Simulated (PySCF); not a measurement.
## HCl at PBE0

Level: PBE0. basis H def2-TZVP, Cl def2-TZVP; no relativity; PySCF 2.14.

For HCl, the state is ¹Σ⁺ (singlet), closed shell, the bond length is 127.9 pm and the harmonic wavenumber is 2998 cm⁻¹. The force constant is 5.19 mdyn/Å, the rotational constant Be is 10.52 cm⁻¹ and the anharmonicity ωexe is 49.1 cm⁻¹. The vibration–rotation constant αe is 0.294 cm⁻¹, the well depth De to H + Cl is 436 kJ/mol and the dissociation energy D0 is 418 kJ/mol. The HOMO–LUMO gap is 9.75 eV and the bond order (Mayer) is 0.95. The dipole moment (positive dipole means H(−)Cl(+)) is -1.26 D.
